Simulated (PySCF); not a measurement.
Spectrum to structure. Method: TDDFT CAM-B3LYP/def2-SVPD, vertical, gas phase, core orbitals frozen in the response in PySCF. Geometries: GFN2-xTB, one conformer each.

| state | E (eV) | f |
| --- | --- | --- |
| S1 | 5.89 | 0.810 |
| S2 | 7.07 | 0.0022 |
| S3 | 7.30 | 0.0043 |
| S4 | 7.34 | 0.0062 |
| S5 | 7.48 | 0.0076 |
| S6 | 7.77 | 0.026 |
| S7 | 7.90 | 0.0032 |
| S8 | 8.20 | 0.0014 |

Orbital energies (eV): HOMO-3 -11.97, HOMO-2 -11.37, HOMO-1 -11.22, HOMO -8.51, LUMO -0.28, LUMO+1 1.48, LUMO+2 1.72.

Question: Which candidate is it?
A. `c1cc2occc2o1`
B. `C=C/C=C/C(F)F`
C. `Cc1ccccn1`

Answer: B. Its S1, at 5.89 eV, is the highest among the candidates; the nearest of the others has S1 at 5.33 eV. S1 is HOMO→LUMO (98%). Löwdin shares by element: HOMO carbon 85% or more; LUMO carbon 78% or more (atoms not listed hold the other 22%). At the same level the other candidates give, for their lowest levels:
- `c1cc2occc2o1`: 5.33 eV (f 0.375); 5.99 eV (f 0.012); 6.38 eV (f 0.000); 6.58 eV (f 0.044); 6.58 eV (f 0.000); T1 3.37 eV; HOMO -7.30, LUMO 0.69 eV
- `Cc1ccccn1`: 5.13 eV (f 0.004); 5.41 eV (f 0.000); 5.57 eV (f 0.052); 6.33 eV (f 0.071); 7.17 eV (f 0.002); T1 4.24 eV; HOMO -8.56, LUMO 0.42 eV

The values belong to the conformer `[CH2:1]=[CH:2]/[CH:3]=[CH:4]/[CH:5]([F:6])[F:7]`: C1–C2–C3–C4 180°, C3–C4–C5–F6 -125°.
Triplets come from the Tamm–Dancoff approximation.
